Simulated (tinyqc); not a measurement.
Worked calculation: CIS on RHF in the sto-3g basis, frozen core, for BH2+, spin multiplicity 1. One step of it, computed by the program tinyqc.

Task: CIS matrix, singlets. A(ia,jb) = (e_a - e_i) d_ij d_ab + 2 (ia|jb) - (ij|ab).

orbital energies (hartree): MO1 -7.945299, MO2 -0.987612, MO3 -0.858535, MO4 -0.222125, MO5 -0.173517, MO6 0.208032, MO7 0.382827

Two-electron integrals over orbitals (pq|rs), unique and non-zero (hartree); the lowest 1 orbital is frozen and left out:
```
(22|22) 0.472283    (32|32) 0.146611    (33|22) 0.468745    (33|33) 0.489916
(42|22) 0.019450    (42|33) 0.015447    (42|42) 0.071005    (43|32) 0.020793
(43|43) 0.028200    (44|22) 0.450693    (44|33) 0.434881    (44|42) -0.067987
(44|44) 0.585674    (52|52) 0.075368    (53|53) 0.019670    (54|52) -0.027633
(54|54) 0.040006    (55|22) 0.473650    (55|33) 0.443739    (55|42) -0.031313
(55|44) 0.512151    (55|55) 0.586773    (62|22) 0.042727    (62|33) 0.006241
(62|42) -0.001515   (62|44) 0.064621    (62|55) 0.097033    (62|62) 0.086997
(63|32) -0.072104   (63|43) -0.022428   (63|63) 0.078697    (64|22) 0.023546
(64|33) 0.003780    (64|42) 0.012611    (64|44) 0.028920    (64|55) 0.033387
(64|62) 0.046077    (64|64) 0.032675    (65|52) 0.053498    (65|54) -0.011390
(65|65) 0.045270    (66|22) 0.475243    (66|33) 0.473163    (66|42) 0.055082
(66|44) 0.414919    (66|55) 0.448120    (66|62) 0.023538    (66|64) 0.022033
(66|66) 0.523619    (72|32) -0.016815   (72|43) -0.027612   (72|63) 0.051331
(72|72) 0.053423    (73|22) 0.040603    (73|33) 0.025909    (73|42) -0.046314
(73|44) 0.103280    (73|55) 0.105301    (73|62) 0.071670    (73|64) 0.029953
(73|66) -0.006665   (73|73) 0.105765    (74|32) -0.063291   (74|43) 0.007552
(74|63) 0.036346    (74|72) 0.003034    (74|74) 0.048182    (75|53) 0.016739
(75|75) 0.018454    (76|32) 0.122851    (76|43) 0.031921    (76|63) -0.085203
(76|72) -0.043067   (76|74) -0.052584   (76|76) 0.131234    (77|22) 0.471419
(77|33) 0.491629    (77|42) -0.001281   (77|44) 0.467789    (77|55) 0.465172
(77|62) 0.007879    (77|64) -0.000107   (77|66) 0.484738    (77|73) 0.035889
(77|77) 0.523424
```

Give: CIS matrix A, singlet.

Result:

CIS matrix A, singlet (hartree), order 2>4, 2>5, 2>6, 2>7, 3>4, 3>5, 3>6, 3>7:
$$\begin{pmatrix}
0.457 & 0.000 & -0.027 & 0.000 & 0.000 & 0.000 & 0.000 & -0.029 \\
0.000 & 0.491 & 0.000 & 0.000 & 0.000 & 0.000 & 0.000 & 0.000 \\
-0.027 & 0.000 & 0.894 & 0.000 & 0.000 & 0.000 & 0.000 & 0.020 \\
0.000 & 0.000 & 0.000 & 1.006 & 0.008 & 0.000 & -0.020 & 0.000 \\
0.000 & 0.000 & 0.000 & 0.008 & 0.258 & 0.000 & -0.049 & 0.000 \\
0.000 & 0.000 & 0.000 & 0.000 & 0.000 & 0.281 & 0.000 & 0.000 \\
0.000 & 0.000 & 0.000 & -0.020 & -0.049 & 0.000 & 0.751 & 0.000 \\
-0.029 & 0.000 & 0.020 & 0.000 & 0.000 & 0.000 & 0.000 & 0.961
\end{pmatrix}$$
